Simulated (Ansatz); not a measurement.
`CC(Cl)CCl` + H₂O → `CC(O)Cl` + `CCl` at 298.15 K and 1 bar (formal hydrolysis of a C–C bond).

Computed with Ansatz on PBE0-D4/def2-TZVP structures; ΔE is electronic, products minus reactants. CCSD(T)/CBS is the MP2 limit (def2-TZVPP, def2-QZVPP) plus CCSD(T) − MP2 in def2-TZVPP, frozen cores. This one scheme is used for every species. One conformer a species, not always the lowest.

```
    species  CCSD(T)/CBS energy (Eh)  H − E (kJ/mol)  S (J/(mol·K))
`CC(Cl)CCl`              -1037.33749           245.4          332.9
        H₂O                -76.37941            66.4          188.7
  `CC(O)Cl`               -614.06791           203.0          296.8
      `CCl`               -499.63220           109.7          234.1
```

H − E and S are ideal-gas, rigid-rotor, harmonic terms from PBE0-D4/def2-TZVP, for one conformer and one mirror image of each species. 1 Eh = 2625.50 kJ/mol, R = 8.31446 J/(mol·K).

**Question.** By hand: ΔE, ΔH, ΔS and ΔG.

**Answer.** ΔE = (-614.06791) + (-499.63220) − (-1037.33749) − (-76.37941) = 0.01679 Eh = 44.1 kJ/mol. Δ(H − E) = 203.0 + 109.7 − 245.4 − 66.4 = 0.9, so ΔH = 45.0 kJ/mol. ΔS = 296.8 + 234.1 − 332.9 − 188.7 = 9.3 J/(mol·K). ΔG = 45.0 − 298.15 × (9.3)/1000 = 42.2 kJ/mol.

**Question.** By hand: the equilibrium constant, and the temperature at which ΔG would vanish if ΔH and ΔS stayed fixed.

**Answer.** log₁₀ K = −ΔG/(RT ln 10) = -7.4. ΔG = 0 at ΔH/ΔS = 4839 K, far beyond where these terms or the molecules hold.

The number of gas molecules stays the same, so ΔS is small and ΔH decides. A doubt of 5 kJ/mol in ΔE shifts log₁₀ K by 0.9 here. Other conformers and mirror images would add mixing entropy, several J/(mol·K) or more a flexible species. These are equilibria of isolated gas molecules and say nothing of rates. Largest T1 diagnostic: 0.010 (customary marks: 0.02 for closed shells, 0.045 for open ones).
